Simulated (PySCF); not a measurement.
Breaking a bond: CN, doublet.

Computed with: UHF/6-31G (PySCF); UCCSD(T) = CCSD(T) on UHF/6-31G, 2 core orbitals frozen (PySCF).

Energies relative to the lowest point of each curve near equilibrium, in mEh:

| R / Å | UHF |
|---|---|
| 0.92 | 239.0 |
| 0.99 | 106.0 |
| 1.04 | 51.2 |
| 1.10 | 15.4 |
| 1.12 | 8.9 |
| 1.16 | 1.5 |
| 1.20 | 0.0 |
| 1.22 | 0.9 |
| 1.27 | 6.6 |
| 1.35 | 22.4 |
| 1.43 | 42.5 |

Question: Estimate the UCCSD(T) values at these points.

Answer: 0.92: 279.0; 0.99: 133.1; 1.04: 69.4; 1.10: 24.3; 1.12: 15.2; 1.16: 3.8; 1.20: 0.0; 1.22: 0.3; 1.27: 6.4; 1.35: 26.8; 1.43: 54.6 (mEh).

The scan ran from 0.92 to 4.64 Å; beyond the distances shown one of the unrestricted levels run for this scan, shown here or not, changes its spin distribution in one step. The unrestricted determinant behind UHF, UCCSD(T) is spin-contaminated at 1.04 to 1.43 Å (<S²> up to 2.1, against 0.75 for a pure doublet).
